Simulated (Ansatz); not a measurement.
Compare A (`C#CCC#N`) with its isomer B (`C#CN=C=C`).

Isolated molecules relaxed with PBE0-D4/def2-TZVP in Ansatz; ΔE leaves out vibrations. CBS: MP2 limit from def2 TZ/QZ plus the TZ coupled-cluster correction, frozen cores. Functionals use def2-TZVPP. B3LYP here is the variant with VWN-RPA as its local correlation; programs differ in this.

Task: Which isomer does CCSD(T)/CBS put lower? Give the gap. (Estimate.)

Result: Computed: A, by 139.1 kJ/mol.

Task: Give E(B) − E(A) in kJ/mol with CCSD/def2-TZVPP, B3LYP, ωB97M-V, PBE0-D4, B2PLYP, r2SCAN-D4, HF/def2-TZVPP. (Estimate.)

Result: The calculation gave: CCSD/def2-TZVPP 148.4, B3LYP 102.1, ωB97M-V 125.8, PBE0-D4 102.0, B2PLYP 122.8, r2SCAN-D4 94.3, HF/def2-TZVPP 150.4. None reverses the order clearly.

Task: Does the order hold for the free energy at 298.15 K (harmonic terms from PBE0-D4)? (Estimate.)

Result: Ansatz gave: Yes: G(B) − G(A) = +134.2 kJ/mol.

Largest T1 diagnostic: 0.015.

From PBE to PBE0 (25 % exact exchange), in def2-TZVPP and without D4, E(B) − E(A) moves by +16.0 kJ/mol. At CCSD(T), def2-SVP lies +7.6 kJ/mol from the extrapolated value and def2-TZVPP +3.5 kJ/mol.
